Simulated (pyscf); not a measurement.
Single points on ωB97X-D3(BJ)/def2-SVP structures (PySCF, gas phase).

For the elementary gas-phase step H₃C–SiH₃ (SMILES C[SiH3]) + HCl (SMILES Cl) → CH₄ (SMILES C) + H₃Si–Cl (SMILES [SiH3]Cl) (singlet surface; C–Si, Cl–H broken, C–H, Cl–Si formed), what barrier and reaction energy does PBE/def2-TZVP give, measured from the separated reactants?

ΔE‡ = 34.3 kcal/mol, ΔE = -23.6 kcal/mol. CCSD(T)/def2-TZVPP + ΔMP2(QZVPP) gives 42.1 kcal/mol and -23.4 kcal/mol. Zero-point energy shifts the barrier by +1.1 kcal/mol. It is a four-centre exchange, with an imaginary mode of 702i cm⁻¹. The same reactants have a lower exit, to H₃C–SiH₂–Cl + H₂ (barrier +33.9 kcal/mol at ωB97M-D3(BJ), against +39.7 kcal/mol here). This is the saddle that the search found; another between the same sides may lie lower. The CCSD(T) − MP2 part came from Ansatz, without density fitting, on the same reference.
